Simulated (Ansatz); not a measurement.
HBSi, triplet in cc-pVDZ: errors against UCCSDT(Q)

Geometry: that of the HBSi, singlet, kept fixed.

```yaml
atoms:
  - { symbol: Si, position_ang: [0.0000, 0.0000, 1.6588] }
  - { symbol: B, position_ang: [0.0000, 0.0000, -0.2364] }
  - { symbol: H, position_ang: [0.0000, 0.0000, -1.4224] }
```

Basis cc-pVDZ; Ansatz 0.2.0. Only valence electrons are correlated (noble-gas cores frozen), which leaves 8 electrons in 31 orbitals. R marks a restricted (for open shells ROHF) determinant, U an unrestricted one. Active spaces: valence = (8e, 9o) chosen from the atoms' valence shells.

Full CI isn't at hand for all of this; UCCSDT(Q) serves as the reference, and is uncertain by about the last step of the cluster series. The frozen core follows each run's orbitals, which can shift R against U totals by a few meV.

For open shells CISD is restricted-active-space CI with the open shells as a complete middle space.

- UHF ⟨S²⟩: 2.019
- T1 diagnostic (RCCSD): 0.0202
- largest doubles amplitude (RCCSD): 0.093
- T1 diagnostic (UCCSD): 0.0168

```tsv
level	E − E(RHF) (eV)
UHF	-0.1012
RMP2	-3.5940
UMP2	-3.5840
RCCSD	-4.4489
UCCSD	-4.4524
RCCSD(T)	-4.6157
UCCSD(T)	-4.6156
```

Question: Estimate how far UCCSDT(Q) in cc-pVDZ lies from RCCSD(T). The table doesn't fix it; the size of (T) and the diagnostics are the guide.

Answer: UCCSDT(Q) in cc-pVDZ lies 1.15 kcal/mol below RCCSD(T), which is 30 % of the (T) step (-3.85 kcal/mol). The diagnostics give no warning, yet the rest is a sizeable part of (T). The miss exceeds 1 kcal/mol.

The other levels:

| level | E − E(UCCSDT(Q)) (kcal/mol) | share of correlation (%) | wall time |
| --- | --- | --- | --- |
| CISD | 10.96 | 89.82 | 0.94 s |
| BCCD(T) | 1.15 | 98.93 | 1.4 s |
| RCCSDT | 0.26 | 99.76 | – |
| UCCSDT | 0.25 | 99.77 | – |
| RCCSDT(Q) | 0.01 | 99.99 | 6 s |
| CASSCF (valence space) | 63.34 | 41.13 | – |
| NEVPT2 (valence space) | 16.16 | 84.98 | 2.6 s |
| MRCISD (valence space) | 3.67 | 96.59 | – |
| MRCISD+Q (valence space) | 0.02 | 99.98 | 4 s |

The correlation energy at UCCSDT(Q), counted from RHF, is -4.666 eV. That run took 5.5 s on 1 thread of AMD EPYC 7R13, shared host.

Times hold each run's SCF and search for its determinant on a shared host, so for small cases they say little of a method's own cost; they ran on 1 thread of AMD EPYC 7R13.

Natural occupations of CASSCF (valence space) about the gap: 1.979 1.975 1.930 0.989 0.989 0.043 0.043 0.033 0.018; effectively unpaired electrons, Σ n²(2−n)², 2.04.
